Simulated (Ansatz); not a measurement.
# BH6N: the cost of one run

Program: Ansatz 0.2.0. Level of theory: RKS PBE0/def2-SVP. These are calculated values, not measurements.

### 1 The structure to begin with

Bond lengths: B1–H3 1.190 Å, B1–H4 1.190 Å, B1–N5 1.850 Å, N5–H6 1.060 Å, N5–H7 1.060 Å. Angles: H3–B1–H4 120.0°, H3–B1–N5 97.0°, H4–B1–N5 101.2°, B1–N5–H6 120.0°, B1–N5–H7 120.0°, H6–N5–H7 120.0°.

As a file:

```xyz
8

B     0.0000    0.0000    0.0000
H     0.0000    0.0000    1.5400
H     1.0305    0.0000   -0.5950
H    -1.0305    0.0000   -0.5950
N     0.0773   -1.7539    0.5833
H    -0.4410   -2.5119    0.0539
H     0.6400   -2.0009    1.4471
H     0.0395   -0.8969    1.5631
```

### 2 Pulling towards end A

Springs on the bonds that form and break draw the guess towards this end; the thresholds are loose.

File input.yaml:

```yaml
crystal:
  periodic: [false, false, false]
  atoms:
    - { symbol: B, position_ang: [0.0, 0.0, 0.0] }
    - { symbol: H, position_ang: [0.0, 0.0, 1.54] }
    - { symbol: H, position_ang: [1.0305, 0.0, -0.595] }
    - { symbol: H, position_ang: [-1.0305, 0.0, -0.595] }
    - { symbol: "N", position_ang: [0.0773, -1.7539, 0.5833] }
    - { symbol: H, position_ang: [-0.441, -2.5119, 0.0539] }
    - { symbol: H, position_ang: [0.64, -2.0009, 1.4471] }
    - { symbol: H, position_ang: [0.0395, -0.8969, 1.5631] }
basis:
  gaussian: { orbitals: def2-SVP }
hamiltonian:
  xc: pbe0
relax:
  f_tol: 0.15
  max_steps: 25
  restrain:
    - { distance: [0, 4], at: 2.75, k: 30.0 }
    - { distance: [7, 1], at: 1.86, k: 30.0 }
    - { distance: [0, 1], at: 1.19, k: 30.0 }
    - { distance: [7, 4], at: 1.06, k: 30.0 }
```

On the command line:

```console
$ ansatz run input.yaml --threads 1 --pin off --max-ram 2048MiB --backend cpu --events-out ev --progress --plain --runs-dir out
```

**Question.** How long does this run take on 1 thread of Arm Neoverse V1, shared host, and how much memory does it need?

About 14 s, with a peak of 0.094 GiB.
